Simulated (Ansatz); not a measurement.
**Structure optimisation: nitrogen, N2 molecule**

Computed with DFT, revPBE, plane waves (420 eV) with PAW, scalar-relativistic (Ansatz 0.2.0). The PAW files were generated under PBE, with cores re-solved for the functional.

k-point mesh 1×1×1, Fermi-Dirac smearing 0.01 eV, no spin polarisation. The box is fixed.

Starting structure:

```
N
1.0
    12.00000    0.00000    0.00000
     0.00000   12.30000    0.00000
     0.00000    0.00000   12.60000
N
2
Direct
  0.50000 0.50000 0.45635
  0.50000 0.50000 0.54365
```

**Question.** What is the relaxed bond length?

**Answer.** 1.105 Å (start 1.100 Å).
